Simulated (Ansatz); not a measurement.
**Molecular dynamics of H₇PSi**

The input (input.yaml):

```yaml
crystal:
  periodic: [false, false, false]
  atoms:
    - { symbol: Si, position_ang: [-0.126505, 0.104109, -0.030683] }
    - { symbol: H, position_ang: [0.010801, -1.058571, 1.287388] }
    - { symbol: H, position_ang: [1.290263, 0.484659, 0.387601] }
    - { symbol: H, position_ang: [-0.694195, 1.440834, -0.503574] }
    - { symbol: H, position_ang: [-0.146093, -0.941864, -1.103897] }
    - { symbol: P, position_ang: [-2.698045, -0.144545, 0.639281] }
    - { symbol: H, position_ang: [-2.858317, -1.27809, 1.533946] }
    - { symbol: H, position_ang: [-2.603223, 0.789257, 1.740371] }
    - { symbol: H, position_ang: [-0.999086, -0.707889, 1.182869] }
basis:
  gaussian: { orbitals: cc-pVDZ }
hamiltonian:
  xc: pbe
  dispersion: d4
md:
  timestep: 0.5
  n_steps: 200
  ensemble: nve
  temperature: 300.0
  initial_velocities: maxwell_boltzmann
  seed: 11916
```

Launched with:

```bash
$ ansatz run input.yaml --threads 1 --pin off --max-ram 2048MiB --backend cpu --events-out ev --progress --plain --runs-dir out
```

It starts at the highest image of a converged band. Of that band: Neighbouring images differ by up to 2.6 eV, so the band resolves the path poorly. A vibrational analysis at the climbing image gives one clearly imaginary mode, 1447i cm⁻¹: a first-order saddle point.

Output, in part (step lines, the closing report, with atoms numbered from 0):

```
md step     0: t =     0.00 fs  T =   300.0 K  F+E_penalty+E_count = -17267.90306036 eV  E_kin = 0.271446 eV  conserved = -17267.63161436 eV  (24 SCF iters)
md step     1: t =     0.50 fs  T =   294.3 K  F+E_penalty+E_count = -17267.89790948 eV  E_kin = 0.266325 eV  conserved = -17267.63158467 eV  (27 SCF iters)
md step     2: t =     1.00 fs  T =   278.2 K  F+E_penalty+E_count = -17267.88317223 eV  E_kin = 0.251709 eV  conserved = -17267.63146273 eV  (27 SCF iters)
md step     3: t =     1.50 fs  T =   253.8 K  F+E_penalty+E_count = -17267.86087071 eV  E_kin = 0.229609 eV  conserved = -17267.63126170 eV  (27 SCF iters)
md step     4: t =     2.00 fs  T =   224.6 K  F+E_penalty+E_count = -17267.83426500 eV  E_kin = 0.203253 eV  conserved = -17267.63101220 eV  (27 SCF iters)
md step     5: t =     2.50 fs  T =   195.2 K  F+E_penalty+E_count = -17267.80736337 eV  E_kin = 0.176606 eV  conserved = -17267.63075755 eV  (27 SCF iters)
md step     6: t =     3.00 fs  T =   169.8 K  F+E_penalty+E_count = -17267.78422923 eV  E_kin = 0.153682 eV  conserved = -17267.63054688 eV  (27 SCF iters)
md step     7: t =     3.50 fs  T =   152.3 K  F+E_penalty+E_count = -17267.76821119 eV  E_kin = 0.137789 eV  conserved = -17267.63042187 eV  (27 SCF iters)
[... lines left out ...]
Total energy: -17269.94650335 eV, -634.6588280078 hartree
Atom 0 at    -0.366286     0.454892    -0.292324 Å, force    -1.419927    -0.424331     0.893891 eV/Å
Atom 1 at     3.589559    -8.181357     6.601512 Å, force     1.276144     1.780038    -0.863873 eV/Å
Atom 2 at     0.212582     1.251670     0.846559 Å, force     0.017570     0.361792    -0.180881 eV/Å
Atom 3 at    -0.238838     1.056050    -1.661134 Å, force    -0.186764     0.263869     0.006300 eV/Å
Atom 4 at     0.478186    -0.760367    -0.296941 Å, force     0.095565    -0.614802    -0.084680 eV/Å
Atom 5 at    -2.756435    -0.030905     0.531451 Å, force     1.756688     0.527391    -0.723620 eV/Å
Atom 6 at    -2.136437    -0.511007     1.745496 Å, force     0.019414    -0.109576     0.072191 eV/Å
Atom 7 at    -2.633860     1.327073     1.029935 Å, force    -0.282531    -0.004345     0.016808 eV/Å
Atom 8 at     3.203954    -8.719216     6.862534 Å, force    -1.276159    -1.780036     0.863863 eV/Å
Dipole moment:     0.094682     0.083337     0.044951 e Å
```

The steps, from the saved trajectory:

| time (fs) | T (K) | potential energy less start (eV) | conserved less start (meV/atom) |
| --- | --- | --- | --- |
| 0 | 300 | 0.000 | 0.00 |
| 3 | 170 | 0.119 | 0.12 |
| 6 | 199 | 0.092 | 0.07 |
| 9 | 310 | -0.009 | 0.05 |
| 12 | 473 | -0.155 | 0.19 |
| 15 | 1186 | -0.802 | -0.11 |
| 18 | 1672 | -1.240 | 0.14 |
| 21 | 2222 | -1.739 | 0.04 |
| 24 | 2590 | -2.073 | -0.11 |
| 27 | 2663 | -2.138 | 0.05 |
| 30 | 2742 | -2.208 | 0.19 |
| 33 | 2651 | -2.126 | 0.10 |
| 36 | 2552 | -2.039 | -0.17 |
| 39 | 2395 | -1.897 | -0.16 |
| 42 | 2173 | -1.693 | 0.21 |
| 45 | 2243 | -1.758 | 0.08 |
| 48 | 2342 | -1.848 | -0.09 |
| 51 | 2323 | -1.830 | -0.01 |
| 54 | 2332 | -1.837 | 0.14 |
| 57 | 2350 | -1.853 | 0.16 |
| 60 | 2499 | -1.991 | -0.16 |
| 63 | 2642 | -2.121 | -0.23 |
| 66 | 2564 | -2.048 | 0.12 |
| 69 | 2485 | -1.975 | 0.25 |
| 72 | 2428 | -1.925 | 0.04 |
| 75 | 2351 | -1.856 | -0.09 |
| 78 | 2343 | -1.849 | -0.07 |
| 81 | 2251 | -1.764 | 0.18 |
| 84 | 2229 | -1.746 | -0.03 |
| 87 | 2229 | -1.746 | -0.13 |
| 90 | 2152 | -1.675 | 0.09 |
| 93 | 2306 | -1.813 | 0.24 |
| 96 | 2522 | -2.010 | 0.10 |
| 99 | 2644 | -2.123 | -0.22 |

The run went to its last step. The conserved energy stayed within 0.29 meV per atom of its start (net change 0.047 meV per atom), so the integration is sound. The kinetic energy rose, since the run started high on the potential surface and went downhill. It ends in pieces (H2 + H5PSi), so much of that is their flight and rotation, not heat. A run of 0.1 ps of so small a system gives no equilibrium averages. The orbitals stay closed-shell, which can raise the energy where a bond breaks towards radicals; this wasn't checked here.

Between its relaxed ends the band would form Si1–P6, H2–H9 and break Si1–H2, P6–H9. These pairs go: Si1–P6 2.67 → 2.57 Å, H2–H9 1.07 → 0.71 Å, Si1–H2 1.76 → 11.74 Å, P6–H9 1.87 → 12.29 Å. In the last frame they stand as after the step (other bonds may differ from the relaxed reactants and products). Also parted: Si1–H9 1.70 → 12.17 Å. It ends as H2 + H5PSi. Pairs count as bonded within 1.25 times the sum of covalent radii (0.12 Å more for H–H).

Last frame:

```xyz
9
Properties=species:S:1:pos:R:3
Si -0.366 0.455 -0.292
H 3.590 -8.181 6.601
H 0.213 1.252 0.847
H -0.239 1.056 -1.661
H 0.478 -0.760 -0.297
P -2.756 -0.031 0.531
H -2.136 -0.511 1.746
H -2.634 1.327 1.030
H 3.204 -8.719 6.862
```

The run took 5.2 min on 1 thread of Arm Neoverse V1, with other jobs on the host, peak memory 0.1 GiB.
